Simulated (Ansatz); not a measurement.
Basis-set extrapolation for `O1[SiH2]P1` (PBE0-D4/def2-TZVP geometry, frozen core, Ansatz). Multiplicity 1, RHF reference.

```tsv
	def2-TZVPP	def2-QZVPP
HF	-706.333415	-706.356508
MP2 correlation	-0.505263	-0.545739
CCSD(T) correlation	-0.558868	not run
```

Energies in hartree. Use E(X) = E(∞) + A·exp(−7.88·√X) for Hartree–Fock and E(X) = E(∞) + B·X^(−2.97) for correlation, with X = 3 and 4, and add CCSD(T) minus MP2 of the smaller set to the MP2 limit.

Task: What is the CCSD(T) energy at the basis-set limit?

Result: HF limit: -706.356508 + (-0.023093) × 0.13774 = -706.35969. MP2 limit: -0.545739 + (-0.040476) × 0.74074 = -0.57572. Higher-order term: -0.558868 − (-0.505263) = -0.05361. Total: -706.98902 hartree, 2.63 eV below CCSD(T)/def2-TZVPP.
